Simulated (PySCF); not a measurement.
Process, species as SMILES: N#N (N2) + H+ → N#[NH+]
B3LYP-D3(BJ)/def2-TZVP geometries, fixed; electronic energies without zero-point terms; positive where energy is released.

Effect of the SCF energy threshold at r2SCAN/def2-SVP with PySCF, against the last row, where the proton affinity is 123.49 kcal/mol.

```json
[
 {"setting": "conv_tol: 1e-4", "SCF cycles, largest species": "6", "largest shift of a total energy (mEh)": "0.000", "shift of the proton affinity (kcal/mol)": "0.000"},
 {"setting": "conv_tol: 1e-5", "SCF cycles, largest species": "6", "largest shift of a total energy (mEh)": "0.000", "shift of the proton affinity (kcal/mol)": "0.000"},
 {"setting": "conv_tol: 1e-6", "SCF cycles, largest species": "7", "largest shift of a total energy (mEh)": "0.000", "shift of the proton affinity (kcal/mol)": "0.000"},
 {"setting": "conv_tol: 1e-7", "SCF cycles, largest species": "7", "largest shift of a total energy (mEh)": "0.000", "shift of the proton affinity (kcal/mol)": "0.000"},
 {"setting": "conv_tol: 1e-11", "SCF cycles, largest species": "9", "largest shift of a total energy (mEh)": "0.000", "shift of the proton affinity (kcal/mol)": "0.000"}
]
```

Within 0.02 kcal/mol in the proton affinity: conv_tol: 1e-4; conv_tol: 1e-5; conv_tol: 1e-6; conv_tol: 1e-7. The largest shift is 0.000 mEh in a total energy and 0.000 kcal/mol in the difference.
